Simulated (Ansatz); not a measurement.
Results of r²SCANh in Ansatz (plane waves, PAW) for 1T (CdI2-type) PtS2.

Numerical settings: plane-wave cutoff 520 eV, 9×9×6 k mesh (along the axes of the cell as run), Fermi–Dirac smearing 0.01 eV, scalar-relativistic PAW data made under PBE.

Cell (relaxed at this level):

Space group P-3m1 (No. 164); a = 3.5327 Å, b = 3.5327 Å, c = 5.6751 Å, α = 90.00°, β = 90.00°, γ = 120.00°

| atom | site | symmetry | x | y | z |
|---|---|---|---|---|---|
| Pt | 1a | -3m. | 0.0000 | 0.0000 | 0.0000 |
| S | 2d | 3m. | 0.3333 | 0.6667 | 0.2170 |

Q: Give the computed band gap and Γ–Γ gap.

A: 
* **band gap**: 2.00 eV (on the SCF k mesh)
* **Γ–Γ gap**: 3.76 eV

Measured, for comparison: band gap 0.7 eV (temperature not stated, not corrected to a static lattice, bulk, cited; as tabulated in Two-dimensional noble-metal chalcogenides and phosphochalcogenides, Angew. …).

Note: the cell comes from a level without a dispersion term, which matters for the spacing of layers, chains or molecules; the cell has widely spaced layers and the level no dispersion term, so their spacing and the moduli can rest on weak binding.

Spin–orbit coupling is not included.

Static lattice: no zero-point or thermal effects.

Ansatz is an electronic-structure program.
